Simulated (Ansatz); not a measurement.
**AlNH₃ (doublet): the correlation ladder at a displaced geometry (v2), cc-pVDZ**

One table from this session's results is given with a row withheld; the runs are named, their logs left out.

Program: Ansatz 0.2.0, Gaussian basis. Level of theory: cc-pVDZ, core rule «outside noble gas», up to 6 orbitals frozen. These are calculated values, not measurements.

Plan: UHF; CCSD(T) on ROHF; CCSD(T) on UHF; BCCD(T) on ROHF; CISD; CCSDT(Q) on ROHF; CCSDT(Q) on UHF.

25 further runs of the same task are left out: 4 for a known fault of the program, 8 that didn't finish, 13 set aside as unsound or not needed.

**The system**

The geometry is a PBE0/def2-TZVP stationary point (not a proven minimum) with its atoms shifted at random (size 0.100 Å).

5 atoms, charge 0, spin multiplicity 2.

Atoms are counted from 1 here; the program's logs count them from 0.

Bond lengths: Al1–N2 1.741 Å, Al1–H3 1.563 Å, Al1–H4 1.661 Å, N2–H5 1.104 Å. Angles: N2–Al1–H3 116.8°, N2–Al1–H4 116.6°, H3–Al1–H4 125.8°, Al1–N2–H5 169.8°.

Set-up of the first run:

File in.yaml:

```yaml
crystal:
  periodic: [false, false, false]
  atoms:
    - {symbol: Al, position_ang: [0.057088, 0.001957, 0.582694]}
    - {symbol: N, position_ang: [-0.107786, 0.010331, -1.149985]}
    - {symbol: H, position_ang: [-0.031166, 1.385171, 1.305984]}
    - {symbol: H, position_ang: [0.051943, -1.484626, 1.324198]}
    - {symbol: H, position_ang: [-0.051116, -0.096496, -2.247696]}
basis:
  gaussian: {orbitals: cc-pVDZ}
magnetization: {spin_polarized: true, initial_magnetization: 1}
hamiltonian: {xc: hf}
output: {orbitals: {seedname: orbitals}}
```

Launch:

```bash
ansatz run in.yaml --threads 1 --pin off --events-out ev --progress --plain --max-ram 2393MiB
```

Steps of the session up to this table: UHF; CCSD(T) on ROHF; CCSD(T) on UHF; BCCD(T) on ROHF; CISD; CCSDT(Q) on ROHF; CCSDT(Q) on UHF.

One of the session's tables, all rows but one given; the rest of the session is left out.

It belongs to the step «Misses and costs». 

| method | from UCCSDT(Q) (meV) |
| --- | --- |
| ROHF | +6783.2 |
| UHF | +6660.0 |
| RMP2 | +1095.3 |
| UMP2 | +1092.0 |
| CISD | +673.0 |
| RCCSD | +185.2 |
| UCCSD | +183.0 |
| RCCSD(T) | +41.8 |
| UCCSD(T) | ? |
| BCCD(T) | +41.0 |
| RCCSDT | +14.2 |
| UCCSDT | +13.7 |
| RCCSDT(Q) | +1.6 |
| UCCSDT(Q) | 0 |

Estimate the missing values for UCCSD(T).

The run gave: from UCCSDT(Q) (meV): +41.7. In the column «from UCCSDT(Q) (meV)» it lies between BCCD(T) (+41.0) and RCCSD(T) (+41.8).

Limits of these values: Restricted and unrestricted rows rest on different reference determinants; where their highest levels disagree by more than a few hundredths of an eV, they describe different states and don't form one ladder.
